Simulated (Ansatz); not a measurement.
# CH6N (doublet): wave-function methods side by side at distance N1–H4 along a hydrogen transfer = 1.247 Å, cc-pVDZ

An exercise on one series of results from a longer session: the logs are not shown, and one member is left open.

Program: Ansatz 0.2.0, Gaussian basis. Level of theory: cc-pVDZ, core rule «outside noble gas», up to 2 orbitals frozen. These are calculated values, not measurements.

To be run: UHF; CCSD(T) on ROHF; CCSD(T) on UHF; BCCD(T) on ROHF; CISD; CCSDT(Q) on ROHF; CCSDT(Q) on UHF; CASSCF and MRCISD+Q, 3 electrons in 3 orbitals; CASSCF and NEVPT2, 3 electrons in 3 orbitals.

## The system

The geometry derives from fragments relaxed apart (PBE0/def2-TZVP) and kept rigid, so it is no stationary point. A hydrogen atom is moved between rigid fragments.

8 atoms, charge 0, spin multiplicity 2.

Atoms are counted from 1 here; the program's logs count them from 0.

Bond lengths: N1–H2 1.012 Å, N1–H3 1.012 Å, N1–H4 1.247 Å, C5–H6 1.080 Å, C5–H7 1.080 Å, C5–H8 1.080 Å. Angles: H2–N1–H3 107.1°, H2–N1–H4 107.1°, H3–N1–H4 107.1°, H6–C5–H7 120.0°, H6–C5–H8 120.0°, H7–C5–H8 120.0°.

Set-up of the first run:

File in.yaml:

```yaml
crystal:
  periodic: [false, false, false]
  atoms:
    - {symbol: N, position_ang: [-1.263030, -0.017777, -0.027670]}
    - {symbol: H, position_ang: [-1.560309, 0.950057, -0.027670]}
    - {symbol: H, position_ang: [-1.560309, -0.420076, 0.852589]}
    - {symbol: H, position_ang: [-0.016030, -0.017777, -0.027670]}
    - {symbol: C, position_ang: [1.386970, -0.017777, -0.027670]}
    - {symbol: H, position_ang: [1.386970, -1.097799, -0.027670]}
    - {symbol: H, position_ang: [1.386970, 0.522234, 0.907657]}
    - {symbol: H, position_ang: [1.386970, 0.522234, -0.962998]}
basis:
  gaussian: {orbitals: cc-pVDZ}
magnetization: {spin_polarized: true, initial_magnetization: 1}
hamiltonian: {xc: hf}
output: {orbitals: {seedname: orbitals}}
```

Command:

```console
$ ansatz run in.yaml --threads 1 --pin off --events-out ev --progress --plain --max-ram 2816MiB --backend cpu
```

Steps of the session up to this table: UHF; CCSD(T) on ROHF; CCSD(T) on UHF; BCCD(T) on ROHF; CISD; CCSDT(Q) on ROHF; CCSDT(Q) on UHF; CASSCF and MRCISD+Q, 3 electrons in 3 orbitals; CASSCF and NEVPT2, 3 electrons in 3 orbitals.

One of the session's tables, all rows but one given; the rest of the session is left out.

| method | from UCCSDT(Q) (meV) |
| --- | --- |
| ROHF | +10627.8 |
| UHF | +10327.6 |
| RMP2 | ? |
| UMP2 | +1353.0 |
| CISD | +1292.8 |
| RCCSD | +297.7 |
| UCCSD | +287.8 |
| RCCSD(T) | +42.5 |
| UCCSD(T) | +43.2 |
| BCCD(T) | +41.9 |
| RCCSDT | +19.2 |
| UCCSDT | +17.9 |
| RCCSDT(Q) | +0.8 |
| UCCSDT(Q) | 0 |
| CASSCF pair | +9872.8 |
| NEVPT2 pair | +1258.0 |
| MRCISD pair | +1111.4 |
| MRCISD+Q pair | +171.1 |

Estimate the missing values for RMP2.

The run gave: from UCCSDT(Q) (meV): +1290.8. In the column «from UCCSDT(Q) (meV)» it lies between NEVPT2 pair (+1258.0) and CISD (+1292.8).

To keep in mind: Restricted and unrestricted rows rest on different reference determinants; where their highest levels disagree by more than a few hundredths of an eV, they describe different states and don't form one ladder.
